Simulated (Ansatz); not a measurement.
Reaction (ligand exchange at the Al–F bond): `[F][AlH2]` + CH₃NH₂ → `C[NH][AlH2]` + H–F

Program: Ansatz. Geometries: PBE0-D4/def2-TZVP. ΔE: electronic, gas phase. CBS: MP2 limit from def2 TZ/QZ plus the TZ coupled-cluster correction, frozen cores. This one scheme is used for every species. DFT in def2-TZVPP. B3LYP here is the variant with VWN-RPA as its local correlation; programs differ in this. HSE06 is defined as in plane-wave codes.

| level | ΔE (kJ/mol) | difference from CCSD(T)/CBS |
| --- | --- | --- |
| LDA (SPW92) | 77.2 | -11.9 |
| PBE-D4 | 84.0 | -5.1 |
| revPBE-D4 | 82.4 | -6.7 |
| BLYP-D4 | 89.8 | 0.7 |
| B97M-V | 94.4 | 5.3 |
| PBE0-D4 | 85.7 | -3.4 |
| B3LYP-D4 | 91.3 | 2.2 |
| r2SCANh-D4 | 90.9 | 1.8 |
| r2SCAN0-D4 | 90.8 | 1.7 |
| BHLYP-D4 | 94.8 | 5.7 |
| CAM-B3LYP-D4 | 94.5 | 5.4 |
| ωB97X-V | 93.4 | 4.3 |
| ωB97M-V | 91.8 | 2.7 |
| B2PLYP | 95.0 | 5.9 |
| PBE-QIDH | 89.0 | -0.1 |
| PBE | 88.1 | -1.0 |
| revPBE | 91.5 | 2.4 |
| BLYP | 98.2 | 9.1 |
| r2SCAN | 92.0 | 2.9 |
| PBE0 | 89.2 | 0.1 |
| B3LYP | 97.8 | 8.7 |
| r2SCANh | 92.0 | 2.9 |
| HSE06 | 88.7 | -0.4 |
| CAM-B3LYP | 98.2 | 9.1 |
| LC-ωPBE | 93.9 | 4.8 |
| RPA@PBE/def2-TZVPP | 88.6 | -0.5 |
| HF/def2-SVP | 104.3 | 15.2 |
| MP2/def2-SVP | 92.3 | 3.2 |
| CCSD/def2-SVP | 93.8 | 4.7 |
| CCSD(T)/def2-SVP | 91.3 | 2.2 |
| HF/def2-TZVPP | 106.5 | 17.4 |
| MP2/def2-TZVPP | 87.5 | -1.6 |
| SCS-MP2/def2-TZVPP | 91.6 | 2.5 |
| CCSD/def2-TZVPP | 90.9 | 1.8 |
| HF/def2-QZVPP | 108.5 | 19.4 |
| MP2/def2-QZVPP | 88.8 | -0.3 |
| SCS-MP2/def2-QZVPP | 92.9 | 3.8 |
| HF/CBS(def2) | 108.7 | 19.6 |
| MP2/CBS(def2) | 88.7 | -0.4 |
| CCSD/CBS(def2) | 92.0 | 2.9 |
| CCSD(T)/CBS | 89.1 | 0 |

Largest T1 diagnostic among the species: 0.012.

The D4 term adds −6.6 kJ/mol with B3LYP and −3.6 kJ/mol with PBE0; it sums over pairs of atoms, weighted by their polarisabilities, and B3LYP, whose exchange is more repulsive, gets the larger term. Leaving LDA and LC-ωPBE aside and taking each functional with its dispersion term where it has one, the values spread over 12.6 kJ/mol, from revPBE-D4 to B2PLYP. LDA lies −10.9 kJ/mol from PBE without D4. In def2-TZVPP, CCSD(T) changes the Hartree–Fock value by −18.5 kJ/mol (the triples alone add −2.9 kJ/mol) and MP2 by −19.0 kJ/mol.
